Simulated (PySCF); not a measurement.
Ionisation energy of Be by level of theory

Be [He] 2s2 (1S) → Be⁺ [He] 2s1 (2S), as a difference of total energies. Computed with PySCF 2.14 in cc-pVTZ (4s3p2d1f, 30 functions), with no relativity, point nucleus. Correlated levels: valence: 1s2 frozen. The calculations carry no spin-orbit coupling.

Problem. Order these methods by the ionisation energy they give, lowest first.
A. CCSD (valence)
B. MN15
C. UHF
D. B3LYP

Solution. C (8.045 eV), B (8.942 eV), D (9.110 eV), A (9.284 eV).

Errors of the correlated levels include the incompleteness of this basis and the frozen core.

With two correlated electrons CCSD is exact in that space.

For comparison: 9.323 eV (measured; NIST Atomic Spectra Database, ionization energies).
